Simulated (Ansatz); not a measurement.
Rhombohedral A7 Sb: Voigt–Reuss–Hill bulk modulus by level of theory

No measured value is used here.

```tsv
level (code)	value (GPa)	cell (Å³/atom)
LDA (Ansatz)	46.4	29.13
PBE (Ansatz)	33.0	31.86
PBEsol (Ansatz)	43.3	29.79
```

LDA: LDA has no dispersion term either, though it tends to give short spacings of layers, chains or molecules. PBE, PBEsol: the cell comes from a level without a dispersion term, which matters for the spacing of layers, chains or molecules. Each level is taken at its own relaxed cell. Ansatz's density-functional and Hartree–Fock values are scalar-relativistic unless marked +SOC, with PAW data made under PBE.

Ansatz is a quantum-chemistry and plane-wave program.
